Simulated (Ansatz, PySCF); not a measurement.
CHCl3. Atoms are numbered in the order given.

```xyz
5

Cl     1.4730    -0.8504    -0.0839
C      0.0000     0.0000     0.4540
Cl     0.0000     1.7009    -0.0839
Cl    -1.4730    -0.8504    -0.0839
H      0.0000     0.0000     1.5571
```
Charge 0, spin multiplicity 1.

Geometry optimised at PBE-D3(BJ)/def2-SVP.

Vertical ionisation energy (IE) and electron affinity (EA) in eV. Rows of orbital energies are one-electron estimates. Where ΔSCF, EOM or ADC give a negative EA the extra electron is unbound and the value depends on the basis.

```json
[
 {"level": "−ε(HOMO), −ε(LUMO), M06-2X/def2-TZVPD (PySCF)", "IE": "(withheld)", "EA": "(withheld)"},
 {"level": "−ε(HOMO), −ε(LUMO), PBE/def2-TZVPD (PySCF)", "IE": "7.54", "EA": "2.36"},
 {"level": "ΔSCF, CAM-B3LYP/def2-SVPD (Ansatz), final states of multiplicity 2 and 2", "IE": "11.51", "EA": "-0.66"},
 {"level": "ΔSCF, PBE/def2-SVPD (Ansatz), final states of multiplicity 2 and 2", "IE": "10.73", "EA": "-0.36"}
]
```

Problem. What belongs in the gaps? (Estimate from the structure and the level; the computed values follow.)

Solution. 
- −ε(HOMO), −ε(LUMO), M06-2X/def2-TZVPD (PySCF), IE: 10.33
- −ε(HOMO), −ε(LUMO), M06-2X/def2-TZVPD (PySCF), EA: 0.37

Problem. What vertical singlet–triplet gap does ΔSCF give with CAM-B3LYP/def2-SVPD (Ansatz, an electronic-structure program) and with PBE/def2-SVPD (Ansatz)? (Estimate from the structure and the level; the computed values follow.)

Solution. 6.22 and 5.32 eV (triplet above singlet where positive).
